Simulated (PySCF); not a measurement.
NH₄⁺, singlet: structure and spectrum

These are results of PBE0 in PySCF with N def2-TZVP, H def2-TZVP; no relativity; density-fitted integrals, not measurements.

The structure is a minimum.

```xyz
5
charge 1 multiplicity 1, angstrom
N     0.0000    0.0000    0.0000
H     0.0000    0.8357   -0.5910
H     0.0000   -0.8357   -0.5910
H     0.8357    0.0000    0.5910
H    -0.8357    0.0000    0.5910
```

```
Point group                                                                   : Td
Bond lengths                                                                  : N–H 1.024 Å (×4)
Bond angles                                                                   : H–N–H 109.5° (×6)
Zero-point energy                                                             : 130.5 kJ/mol
Dipole moment about the centre of mass                                        : 0.00 D
Highest occupied level                                                        : -22.80 eV
Principal polarisabilities                                                    : 8.2, 8.2, 8.2 bohr³
Lowest empty level                                                            : -5.86 eV
Principal quadrupole moments (Buckingham, traceless) about the centre of mass : 0.00, 0.00, 0.00 D Å
Entropy at 298.15 K and 1 bar                                                 : 185.9 J/(mol K)
Heat capacity Cp at 298.15 K                                                  : 34.5 J/(mol K)
Rotational constants                                                          : 5.987, 5.987, 5.987 cm⁻¹
Enthalpy at 298.15 K above 0 K                                                : 9.97 kJ/mol
Rotational symmetry number                                                    : 12
```

Harmonic modes (masses in u: N 14.003, H 1.008):
```json
{"symmetry": "t2", "ω (cm⁻¹)": "1481", "IR (km/mol, summed over degenerate members)": "483"}
{"symmetry": "e", "ω (cm⁻¹)": "1722", "IR (km/mol, summed over degenerate members)": "0.0"}
{"symmetry": "a1", "ω (cm⁻¹)": "3398", "IR (km/mol, summed over degenerate members)": "0.0"}
{"symmetry": "t2", "ω (cm⁻¹)": "3508", "IR (km/mol, summed over degenerate members)": "557"}
```

In Td the vibrations span 2t2 + e + a1. The a1, e modes carry no infrared intensity, as symmetry demands.

Charges (e):
```tsv
atom	Mulliken	Löwdin	polar tensor	Mayer order to N1
N1	-0.42	0.11	-0.26	–
H2,3,4,5	0.36	0.22	0.32	0.87
```

Mulliken populations on N1: s 3.47, p 3.93, d 0.02, f 0.00.

Outer orbital energies (eV). occupied: -22.80, -22.80, -22.80; empty: -5.86, -3.55, -3.55, -3.55.

Counting electrons, nitrogen keeps none of its valence electrons outside its bonds, so the VSEPR class is AX4 and the expected shape is tetrahedral (Td), as computed.

Other isomers or separated fragments may lie lower.

The final relaxation and frequency run took 5.5 s on 2 threads of a shared Arm Neoverse V2 host, with 55 basis functions and 6 gradients; the process peaked at 0.8 GiB. Launch command: `OMP_NUM_THREADS=2 python axn.py task.json out`.
